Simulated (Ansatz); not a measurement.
Reaction: C2H5S (SMILES CC[S], doublet) → C2H5S (SMILES [CH2]SC, doublet)
Each species at its own B3LYP-D3(BJ)/def2-TZVP minimum (Ansatz, an electronic-structure program).

Property: isomerisation energy (electronic), in kcal/mol. Radicals and triplets start from unrestricted determinants; spin-orbit coupling is neglected. CBS(X,Y): correlation extrapolated as X^-3, Hartree-Fock from the larger set. A bracket is a step between two methods taken in the basis named. The functionals are non-relativistic, so their misses hold any scalar relativity. Double hybrids freeze cores in their MP2 part. '+ core + X2C': CCSD(T) terms for core correlation (cc-pwCVTZ, 1s frozen past Ne) and scalar relativity (cc-pVTZ-DK).

CCSD(T)/CBS(cc-pV(T+d)Z,cc-pV(Q+d)Z) + [CCSDT(Q) - CCSD(T)]/cc-pV(D+d)Z + core + X2C (Ansatz) gives 10.2 kcal/mol.

### Question
What does PBE/def2-TZVPD (Ansatz) give here, and how do the other levels compare?

### Answer
PBE gives 7.9 kcal/mol, 2.3 kcal/mol below it. Differences of the others: B3LYP/def2-TZVPD (Ansatz) -0.3; PBE0/def2-TZVPD (Ansatz) -0.7; wB97M-V/def2-TZVPD (Ansatz) -0.1; B2PLYP/def2-TZVPD (Ansatz) 0.3; CCSD(T)/CBS(cc-pV(T+d)Z,cc-pV(Q+d)Z) + core + X2C (Ansatz) 0.2 kcal/mol. Nearer than PBE: B3LYP/def2-TZVPD, PBE0/def2-TZVPD, wB97M-V/def2-TZVPD, B2PLYP/def2-TZVPD, CCSD(T)/CBS(cc-pV(T+d)Z,cc-pV(Q+d)Z) + core + X2C.
